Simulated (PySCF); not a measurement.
A structure optimised at PBE0-D3(BJ)/def2-TZVP, used in a PySCF frequency run:

```xyz
3

O      0.0000     1.0634     0.2113
O      0.0000     0.0000    -0.4227
O      0.0000    -1.0634     0.2113
```
Charge 0, spin multiplicity 1.

Write its SMILES, formula and point group.

O=[O+][O-], O3, C2v

What are its rotational constants (standard atomic weights)?

117.88, 13.967, 12.487 GHz
